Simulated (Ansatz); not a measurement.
System: anatase TiO2 (metastable phase). Method: revPBE (Ansatz, a program for electronic structure, plane waves, PAW).

Settings: plane-wave cutoff 520 eV, 12×12×12 k mesh, Fermi–Dirac smearing 0.01 eV, no spin polarisation, scalar-relativistic PAW data made under PBE.

The volume scan:

```
V (Å³/atom)  E − E_lowest (meV/atom)  P (GPa)
-----------  -----------------------  -------
11.395                         10.37     7.18
11.633                          2.53     3.46
11.870                          0.00    -0.01
12.108                          2.42    -3.22
12.345                          9.41    -6.18
```

Task: Estimate the bulk modulus from the pressures at 11.633 and 12.108 Å³/atom, and compare it with a fit to all energies.

Result: B = −V dP/dV. Between V = 11.633 and 12.108 Å³/atom, dP/dV = (-3.22 − (3.46))/(12.108 − 11.633) = -14.1 GPa per Å³/atom; at the midpoint 11.870 Å³/atom this gives B ≈ 167 GPa. The third-order Birch–Murnaghan fit gives V0 = 11.870 Å³/atom, B0 = 167 GPa, B′ = 2.7, which lies within 1 % of that estimate.

Shape and atoms are relaxed at each volume.

The computed numbers hold no vibrational or temperature effects.

Cost on a shared machine: very roughly 17 core-minutes.
